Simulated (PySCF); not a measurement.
From results back to the method.

C5H11Cl.
Bonds: C1–C2, C2–C3, C3–C4, C4–C5, C5–Cl6. Hydrogens: H7, H8, H9 on C1; H10, H11 on C2; H12, H13 on C3; H14, H15 on C4; H16, H17 on C5.

The closed-shell ground state was solved 5 times with PySCF (density fitting, gas phase), always in the def2-SVPD basis (215 functions), with these functionals: B3LYP, BHandHLYP, HF, PBE and PBE0. Isolated species at its PBE0-D3(BJ)/def2-SVP geometry (one conformer only).

```json
{"row": "P", "total energy (Eh)": "-656.6221", "HOMO (eV)": "-6.96", "LUMO (eV)": "-0.40", "dipole (D)": "2.31"}
{"row": "Q", "total energy (Eh)": "-654.9827", "HOMO (eV)": "-11.64", "LUMO (eV)": "2.69", "dipole (D)": "2.51"}
{"row": "R", "total energy (Eh)": "-657.1159", "HOMO (eV)": "-8.09", "LUMO (eV)": "0.20", "dipole (D)": "2.33"}
{"row": "S", "total energy (Eh)": "-656.9626", "HOMO (eV)": "-9.62", "LUMO (eV)": "1.09", "dipole (D)": "2.39"}
{"row": "T", "total energy (Eh)": "-656.7027", "HOMO (eV)": "-8.35", "LUMO (eV)": "0.49", "dipole (D)": "2.36"}
```

Which functional belongs to which row?

P = PBE, Q = HF, R = B3LYP, S = BHandHLYP, T = PBE0. By rising HOMO–LUMO gap: PBE (GGA) 6.56 eV; B3LYP (global hybrid, 20 % exact exchange) 8.29 eV; PBE0 (global hybrid, 25 % exact exchange) 8.84 eV; BHandHLYP (global hybrid, 50 % exact exchange) 10.71 eV; HF (all exact exchange) 14.33 eV. Total energies of different functionals aren't bounds to one another; each is stationary for its own functional.

The values belong to the conformer `[CH3:1][CH2:2][CH2:3][CH2:4][CH2:5][Cl:6]`: C1–C2–C3–C4 180°, C2–C3–C4–C5 180°, C3–C4–C5–Cl6 180°.
